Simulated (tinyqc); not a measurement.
Inside a calculation. Method: CCD on RHF in the sto-6g basis, for LiH, spin multiplicity 1. One step of it, computed by the program tinyqc.

Task: CCD: starting amplitudes. t_ij^ab = <ij||ab> / (e_i + e_j - e_a - e_b), whose energy is MP2.

orbital energies (hartree): MO1 -2.385338, MO2 -0.293122, MO3 0.079354, MO4 0.162606, MO5 0.162606, MO6 0.570884

Two-electron integrals over orbitals (pq|rs), unique and non-zero (hartree):
```
(11|11) 1.664212    (21|11) -0.115159   (21|21) 0.014510    (22|11) 0.378580
(22|21) 0.007149    (22|22) 0.496289    (31|11) -0.140679   (31|21) 0.011862
(31|22) -0.016615   (31|31) 0.022722    (32|11) 0.013140    (32|21) -0.003594
(32|22) -0.045675   (32|31) -0.000134   (32|32) 0.011467    (33|11) 0.400024
(33|21) -0.011606   (33|22) 0.225407    (33|31) 0.001862    (33|32) 0.006158
(33|33) 0.340330    (41|41) 0.010057    (42|41) 0.007429    (42|42) 0.023533
(43|41) 0.010215    (43|42) 0.018963    (43|43) 0.041383    (44|11) 0.396942
(44|21) -0.004250   (44|22) 0.274436    (44|31) -0.004684   (44|32) 0.004829
(44|33) 0.282717    (44|44) 0.313125    (51|51) 0.010057    (52|51) 0.007429
(52|52) 0.023533    (53|51) 0.010215    (53|52) 0.018963    (53|53) 0.041383
(54|54) 0.016875    (55|11) 0.396942    (55|21) -0.004250   (55|22) 0.274436
(55|31) -0.004684   (55|32) 0.004829    (55|33) 0.282717    (55|44) 0.279374
(55|55) 0.313125    (61|11) 0.051093    (61|21) -0.009117   (61|22) -0.006116
(61|31) -0.002458   (61|32) 0.001417    (61|33) 0.009936    (61|44) 0.000255
(61|55) 0.000255    (61|61) 0.008261    (62|11) -0.032879   (62|21) 0.005562
(62|22) 0.133012    (62|31) -0.000219   (62|32) -0.032570   (62|33) -0.010961
(62|44) -0.011948   (62|55) -0.011948   (62|61) 0.000130    (62|62) 0.124356
(63|11) 0.013934    (63|21) -0.003743   (63|22) -0.049772   (63|31) 0.004660
(63|32) 0.007665    (63|33) 0.035531    (63|44) 0.000915    (63|55) 0.000915
(63|61) 0.003988    (63|62) -0.029799   (63|63) 0.025136    (64|41) -0.006139
(64|42) -0.019594   (64|43) -0.014171   (64|64) 0.019866    (65|51) -0.006139
(65|52) -0.019594   (65|53) -0.014171   (65|65) 0.019866    (66|11) 0.364069
(66|21) 0.004146    (66|22) 0.459460    (66|31) -0.011261   (66|32) -0.040665
(66|33) 0.241539    (66|44) 0.269859    (66|55) 0.269859    (66|61) -0.002415
(66|62) 0.140359    (66|63) -0.042399   (66|66) 0.458079
```

Give: Starting amplitudes; correlation energy.

Result:

Starting amplitudes (spin orbitals 1a, 1b, ...; amplitudes related by a flip of all spins are not repeated):
```
from      to          t
2a 2b  6a 6b    -0.0720
2a 2b  3a 6b     0.0263
2a 2b  5a 5b    -0.0258
2a 2b  4a 4b    -0.0258
2a 2b  3a 3b    -0.0154
1a 1b  3a 3b    -0.0046
1a 2b  5a 5b    -0.0025
1a 2b  4a 4b    -0.0025
1a 1b  5a 5b    -0.0020
1a 1b  4a 4b    -0.0020
1a 1b  6a 6b    -0.0014
1a 2a  3a 6a   4.92e-04
1a 1b  3a 6b   4.53e-04
1a 2b  3b 6a   4.26e-04
1a 2b  3a 6b   6.58e-05
1a 2b  3a 3b   4.73e-05
1a 2b  6a 6b  -3.40e-05
```

correlation energy = -0.012291 hartree
